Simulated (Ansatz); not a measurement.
One change: `COC1=C(F)C1` becomes `CC1=C(F)C1`.

Ansatz, PBE0-D4/def2-TZVP geometries, multiplicity 1. Each molecule was computed in one conformer, which needn't be the lowest.

```json
{"property": "HOMO–LUMO gap (B3LYP/def2-TZVPP) / eV", "`COC1=C(F)C1`": "6.90"}
{"property": "LUMO energy (PBE/def2-TZVPP) / eV", "`COC1=C(F)C1`": "0.18"}
{"property": "HOMO–LUMO gap (ωB97M-V/def2-TZVPP) / eV", "`COC1=C(F)C1`": "11.14"}
{"property": "HOMO energy (PBE0/def2-TZVPP) / eV", "`COC1=C(F)C1`": "-6.42"}
{"property": "size of the dipole moment (ωB97M-V/def2-TZVPP) / D", "`COC1=C(F)C1`": "2.65"}
{"property": "HOMO–LUMO gap (PBE/def2-TZVPP) / eV", "`COC1=C(F)C1`": "5.36"}
```

Give the same properties after the change, and the shifts. (Estimate.)

Ansatz gave: 
```csv
property,`CC1=C(F)C1`,shift
HOMO–LUMO gap (B3LYP/def2-TZVPP) / eV,7.37,0.47
LUMO energy (PBE/def2-TZVPP) / eV,-0.11,-0.29
HOMO–LUMO gap (ωB97M-V/def2-TZVPP) / eV,11.71,0.57
HOMO energy (PBE0/def2-TZVPP) / eV,-6.86,-0.44
size of the dipole moment (ωB97M-V/def2-TZVPP) / D,1.70,-0.95
HOMO–LUMO gap (PBE/def2-TZVPP) / eV,5.55,0.19
```

With PBE0 the HOMO falls by 0.44 eV and the LUMO falls by 0.07 eV, so the gap widens by about 0.37 eV. PBE moves the HOMO by -0.48 eV and ωB97M-V by -0.44 eV. Dipoles are sizes alone; their direction can turn.

B3LYP here is the variant with VWN-RPA as its local correlation; programs differ in this.
